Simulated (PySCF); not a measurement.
hydrogen sulfide (H₂S), SMILES S.

Geometry: PBE0-D3(BJ)/def2-TZVPD.

Two levels are set side by side: TDDFT-PBE/def2-TZVPD (PySCF) and ADC(3)/aug-cc-pVDZ (PySCF). Vertical, same geometry; the bases differ. Differences are taken from unrounded values.

| quantity | ADC(3) | TDDFT-PBE | TDDFT-PBE minus ADC(3) |
|---|---|---|---|
| lowest singlet excitation (eV) | 6.06 | 5.79 | -0.28 |

A lower first singlet is the usual sign of a functional without exact exchange. Differences between two approximate levels are no errors against the true value.

Rough cost on one machine, each run with all the roots and properties that it gave: ADC(3) against TDDFT-PBE about 10 times.
